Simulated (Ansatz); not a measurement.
**Al: Seebeck coefficient and carrier response**

Theory: DFT PBEsol, scalar-relativistic, plane waves, PAW (Ansatz 0.2.0). Cutoff 420 eV, 18×18×10 k-points (Γ-centred), Fermi-Dirac smearing of 0.15 eV. No spin polarisation.

Relaxed structure:
```yaml
crystal:
  lattice:
    - [2.84031, 0.00000, 0.00000]
    - [-1.42016, 2.45978, 0.00000]
    - [0.00000, 0.00000, 4.67522]
  atoms:
    - { symbol: Al, position: [0.66667, 0.33333, 0.75000] }
    - { symbol: Al, position: [0.33333, 0.66667, 0.25000] }
```

In a metal these results depend on the k mesh and the smearing.

Constant relaxation time and rigid bands. The levels are interpolated over the whole zone and filled by a Fermi function at the stated temperature, with the chemical potential set by the electron count. Seebeck coefficients of a few μV/K are small differences and uncertain even in sign.

Problem. Give the Drude plasma energies, the density of states at the chemical potential and σ/τ at 300 K.

Solution.
```json
{
 "Plasma energy xx, yy, zz": "12.55, 12.55, 13.29 eV",
 "Density of states (thermally broadened)": "0.83 states/eV/cell",
 "Conductivity over τ, xx, yy, zz": "32.2, 32.2, 36.1 ×10²⁰ (Ω·m·s)⁻¹"
}
```

Problem. And the Seebeck coefficient (μV/K)?

Solution.
```tsv
T (K)	Sxx	Syy	Szz
300	-1.2	-1.2	-1.1
600	-2.5	-2.5	-2.1
900	-3.7	-3.7	-3.2
```

This form isn't the element's structure at ambient conditions.

Cost: 1 run of about 1.7 core-minutes, on Intel Xeon 6975P-C (Granite Rapids) (shared hosts).